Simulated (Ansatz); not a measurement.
bcc W was calculated with r²SCAN (Ansatz, a program for electronic structure, plane waves, PAW).

Excerpt of the program's output:

```
Crystal: 1 atoms, lattice volume = 15.910 Å³
Basis set: ecut = 560 eV, 459 PW (Γ), exchange–correlation on 72×72×72 points (27 copies of the dense FFT grid, shifted against one another)
Bands: 11, of which v1, the nominal top of the filled ones, is band 7 counted from 1 (6 counted from 0)
Symmetry: 48 space group operations
Space group: Im-3m (ITA 229), of the structure as read, at distance tolerance 2.5e-5 Å
k-points: 413 of 13824
Functional: x = r2scan, c = r2scan; τ floored in thin density (d = 2e-4 eV/Å³)
SCF iter   1: F=—  HF=-10397.286142 eV  |F-HF|=—  |Δ(HF+E_count)|=         —  Δρ=6.49e-3  dr2=1.98e-3  dr2_τ=5.07e-2
SCF iter   2: F=—  HF=-10397.302951 eV  |F-HF|=—  |Δ(HF+E_count)|=   1.68e-2  Δρ=3.75e-3  dr2=4.92e-4  dr2_τ=1.37e-4
  ...
SCF iter   5: F=—  HF=-10397.303557 eV  |F-HF|=—  |Δ(HF+E_count)|=   5.80e-7  Δρ=9.88e-6  dr2=2.62e-9  dr2_τ=2.11e-9
SCF iter   6: F=-10397.303557 eV  HF=-10397.303557 eV  |F-HF|=1.71e-10  |Δ(HF+E_count)|=   7.11e-9  Δρ=1.27e-6  dr2=6.52e-11  dr2_τ=4.23e-11
SCF 1 converged in 6 iterations: F = -10397.303557 eV  dr2 = 6.52e-11
SCF converged after 6 iterations
Free energy (F): -10397.303557 eV
Internal energy: -10397.300884 eV  (E = F + TS)
E sigma→0 (E₀):  -10397.302220 eV
Fermi energy:    22.409619 eV
--- Stress (GPa, compression-positive) ---
        0.002797      -0.000000      -0.000000
        0.000000       0.002797      -0.000000
        0.000000      -0.000000       0.002797
  P = ⅓ Tr σ = 0.0028 GPa (0.028 kbar)
```

### Question
Write an input file that could have produced this run (the log leaves some choices open).

### Answer
This is not unique; one that fits is 
Ansatz 0.2 input:
```yaml
crystal:
  lattice:
    - [-1.5844345375, 1.5844345375, 1.5844345375]
    - [1.5844345375, -1.5844345375, 1.5844345375]
    - [1.5844345375, 1.5844345375, -1.5844345375]
  atoms:
    - { symbol: W, position: [0.0, 0.0, 0.0] }
basis:
  ecutwfc: 560
  ecutrho_ratio: 4
  xc_grid: 3
kpoints:
  mp_grid: { grid: [24, 24, 24] }
hamiltonian:
  xc: r2scan
  dispersion: none
  pseudopotentials: { kind: paw }
scf:
  occupations: { method: fermi_dirac, width: 0.05 }
  convergence: { dr2_threshold: 0.0000000001 }
output:
  forces: false
  stress: true
  eigenvalues: true
```

The PAW data were made under PBE.
